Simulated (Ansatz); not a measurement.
# SiH₃ (doublet): inputs that go wrong at distance Si1–H4 = 1.170 Å

4 inputs are run for SiH₃ (doublet) as typed; the log has to tell whether the result can be used and what must change.

Method: the settings change from run to run; program: Ansatz 0.2.0, Gaussian basis.

17 further runs of the same task are left out: 12 that didn't finish, 5 set aside as unsound or not needed.

### 1 What is computed

The geometry derives from a PBE0/def2-TZVP stationary point (not a proven minimum). One bond is set to the value named and the two fragments are kept rigid.

4 atoms, charge 0, spin multiplicity 2.

Atoms are counted from 1 here; the program's logs count them from 0.

Bond lengths: Si1–H2 1.486 Å, Si1–H3 1.486 Å, Si1–H4 1.170 Å. Angles: H2–Si1–H3 111.3°, H2–Si1–H4 111.3°, H3–Si1–H4 111.3°.

Geometry (Å):

| atom | x (Å) | y (Å) | z (Å) |
| --- | --- | --- | --- |
| Si1 | -0.0047 | -0.0086 | -0.0406 |
| H2 | 1.4105 | 0.0061 | 0.4122 |
| H3 | -0.7259 | 1.2115 | 0.4061 |
| H4 | -0.5534 | -0.9792 | 0.3139 |

### 2 Attempt 1

The input, in.yaml:

```yaml
crystal:
  periodic: [false, false, false]
  atoms:
    - {symbol: Si, position_ang: [-0.004712, -0.008556, -0.040635]}
    - {symbol: H, position_ang: [1.410546, 0.006098, 0.412220]}
    - {symbol: H, position_ang: [-0.725859, 1.211524, 0.406132]}
    - {symbol: H, position_ang: [-0.553391, -0.979203, 0.313901]}
basis:
  gaussian: {orbitals: def2-SVP}
magnetization: {spin_polarized: false, initial_magnetization: 1}
correlation: {method: sc_nevpt2, electrons: outside_noble_gas, active_space: {window: {electrons: 7, orbitals: 4}, states: [{multiplicity: 2, weights: [0.5, 1]}]}}
output: {forces: true}
```

Run with:

```sh
ansatz run in.yaml --threads 1 --pin off --events-out ev --progress --plain --max-ram 2393MiB
```

Log:

```text
Functional definition: HF
  name "HF"
  cite "Fock, Z. Phys. 61, 126 (1930) doi:10.1007/BF01340294"
  parent pbe
  exchange = exact_x
  correlation = 0
538 factors; integrals over basis functions are off by at most 1.9e-7 eV
mean field evaluation 1: about -7903.6844 eV, gradient 9.1e0 eV
mean field evaluation 2: about -7903.6845 eV, gradient 9.1e0 eV
mean field evaluation 4: about -7904.2729 eV, gradient 4.6e-1 eV
mean field evaluation 8: about -7904.2758 eV, gradient 4.1e-6 eV
mean field -7904.27581404 eV, -290.4767784553 hartree, gradient 6.6e-6 eV, S^2 0.750000; 0 other end points of the search recorded, 0 dependent functions left out
reference -7904.27581404 eV, -290.4767784553 hartree; 9, 8 occupied and 24, 25 virtual orbitals, 538 factors
state -7903.84595162 eV, -290.4609813029 hartree
state -7897.94274448 eV, -290.2440424419 hartree
state -7903.84595162 eV, -290.4609813029 hartree; corrected -7906.42035374 eV, -290.5555888359 hartree
state -7897.94274448 eV, -290.2440424419 hartree; corrected -7900.60438115 eV, -290.3418557852 hartree
the calculation of the forces begins
Error: an active orbital is full or empty, and SC-NEVPT2 has no forces then: leave it out of the active space
```

Run time: 0.33 s. Hardware: 1 thread of Arm Neoverse V1, shared host.

**Diagnosis.** The run stopped with an error. It says: «an active orbital is full or empty, and SC-NEVPT2 has no forces then: leave it out of the active space». Cure: drop the forces, or choose an active space whose orbitals are all partly filled.

### 3 Attempt 2

The input, in.yaml:

```yaml
crystal:
  periodic: [false, false, false]
  atoms:
    - {symbol: Si, position_ang: [-0.004712, -0.008556, -0.040635]}
    - {symbol: H, position_ang: [1.410546, 0.006098, 0.412220]}
    - {symbol: H, position_ang: [-0.725859, 1.211524, 0.406132]}
    - {symbol: H, position_ang: [-0.553391, -0.979203, 0.313901]}
basis:
  gaussian: {orbitals: def2-mTZVP}
correlation: {active_space: {window: {electrons: 3, orbitals: 3}}}
magnetization: {spin_polarized: true, initial_magnetization: 1}
```

The command is unchanged.

Log:

```text
Error: invalid value for `correlation.active_space`: it starts from restricted Hartree–Fock orbitals; set hamiltonian.xc: hf without magnetization.spin_polarized
```

Wall time 0.03 s (1 thread of Arm Neoverse V1, shared host).

What is wrong: The run was refused. An active space is asked on unrestricted orbitals. Fix: drop spin_polarized: true.

### 4 Attempt 3

The input, in.yaml:

```yaml
crystal:
  periodic: [false, false, false]
  atoms:
    - {symbol: Si, position_ang: [-0.004712, -0.008556, -0.040635]}
    - {symbol: H, position_ang: [1.410546, 0.006098, 0.412220]}
    - {symbol: H, position_ang: [-0.725859, 1.211524, 0.406132]}
    - {symbol: H, position_ang: [-0.553391, -0.979203, 0.313901]}
basis:
  gaussian: {orbitals: cc-pVDZ, point_charges: [{charge: 0.50, position_ang: [4.995, -0.338, 0.899]}]}
magnetization: {spin_polarized: false, initial_magnetization: 1}
correlation: {method: sc_nevpt2, electrons: outside_noble_gas, active_space: {window: {electrons: 1, orbitals: 9}, states: [{multiplicity: 2, weights: [0.5, 1]}], root: 1}}
output: {forces: true}
```

Launched as before.

Log:

```text
Functional definition: HF
  name "HF"
  cite "Fock, Z. Phys. 61, 126 (1930) doi:10.1007/BF01340294"
  parent pbe
  exchange = exact_x
  correlation = 0
618 factors; integrals over basis functions are off by at most 1.9e-7 eV
mean field evaluation 1: about -7906.1643 eV, gradient 9.0e0 eV
mean field evaluation 2: about -7906.1657 eV, gradient 9.0e0 eV
mean field evaluation 4: about -7906.7734 eV, gradient 4.8e-1 eV
mean field evaluation 8: about -7906.7768 eV, gradient 5.4e-4 eV
mean field -7906.77680198 eV, -290.5686880669 hartree, gradient 3.0e-6 eV, S^2 0.750000; 0 other end points of the search recorded, 0 dependent functions left out
reference -7906.77680198 eV, -290.5686880669 hartree; 9, 8 occupied and 24, 25 virtual orbitals, 618 factors
state -7906.66619437 eV, -290.5646233121 hartree
state -7900.63428756 eV, -290.3429548254 hartree
state -7906.66619437 eV, -290.5646233121 hartree; corrected -7909.36799339 eV, -290.6639125950 hartree
state -7900.63428756 eV, -290.3429548254 hartree; corrected -7903.27948678 eV, -290.4401641038 hartree
WARN: 7 active orbitals are nearly empty or full. The corrections depend on them more than the energy does, and are more stable in an active space without them
the calculation of the forces begins
Error: an active orbital is full or empty, and SC-NEVPT2 has no forces then: leave it out of the active space
```

Run time: 1.6 s. Hardware: 1 thread of Arm Neoverse V1, shared host.

What is wrong: The run stopped with an error. It says: «an active orbital is full or empty, and SC-NEVPT2 has no forces then: leave it out of the active space». Cure: drop the forces, or choose an active space whose orbitals are all partly filled.

### 5 Attempt 4

The input, in.yaml:

```yaml
crystal:
  periodic: [false, false, false]
  atoms:
    - {symbol: Si, position_ang: [-0.004712, -0.008556, -0.040635]}
    - {symbol: H, position_ang: [1.410546, 0.006098, 0.412220]}
    - {symbol: H, position_ang: [-0.725859, 1.211524, 0.406132]}
    - {symbol: H, position_ang: [-0.553391, -0.979203, 0.313901]}
basis:
  gaussian: {orbitals: def2-TZVPP, point_charges: [{charge: -1.00, position_ang: [5.556, -0.949, 0.976]}]}
magnetization: {spin_polarized: false, initial_magnetization: 1}
correlation: {method: ccsdtq, electrons: all}
accuracy: high
output: {forces: true}
```

Same command.

Log:

```text
Functional definition: HF
  name "HF"
  cite "Fock, Z. Phys. 61, 126 (1930) doi:10.1007/BF01340294"
  parent pbe
  exchange = exact_x
  correlation = 0
1357 factors; integrals over basis functions are off by at most 3.3e-9 eV
mean field evaluation 1: about -7906.4362 eV, gradient 1.0e1 eV
mean field evaluation 2: about -7906.4377 eV, gradient 1.0e1 eV
mean field evaluation 4: about -7907.1679 eV, gradient 8.1e-1 eV
mean field evaluation 8: about -7907.1766 eV, gradient 1.1e-3 eV
mean field evaluation 16: about -7907.1674 eV, gradient 8.1e-1 eV
mean field -7907.17664524 eV, -290.5833820356 hartree, gradient 8.7e-8 eV, S^2 0.750000; 0 other end points of the search recorded, 0 dependent functions left out
reference -7907.17664524 eV, -290.5833820356 hartree; 9, 8 occupied and 75, 76 virtual orbitals, 1357 factors
```

Run time: 99 s. Hardware: 1 thread of Arm Neoverse V1, shared host.

What is wrong: The run was cut at its time limit. The job is too large for the time given. Cure: a smaller basis or space, or a lower level; a longer limit helps only where the log shows it near its end.

### 6 Summary

| attempt | level | ended | cause | time |
| --- | --- | --- | --- | --- |
| 1 | NEVPT2(7,4)/def2-SVP | stopped by an error | an active orbital is full or empty, and SC-NEVPT2 has no forces then: leave it out of the active space | 0.33 s |
| 2 | CASSCF(3,3)/def2-mTZVP | refused | an active space is asked on unrestricted orbitals | 0.03 s |
| 3 | NEVPT2(1,9)/cc-pVDZ | stopped by an error | an active orbital is full or empty, and SC-NEVPT2 has no forces then: leave it out of the active space | 1.6 s |
| 4 | CCSDTQ on ROHF/def2-TZVPP | cut at its time limit | the job is too large for the time given | 99 s |

2 stopped by an error, 1 refused, 1 cut at its time limit.
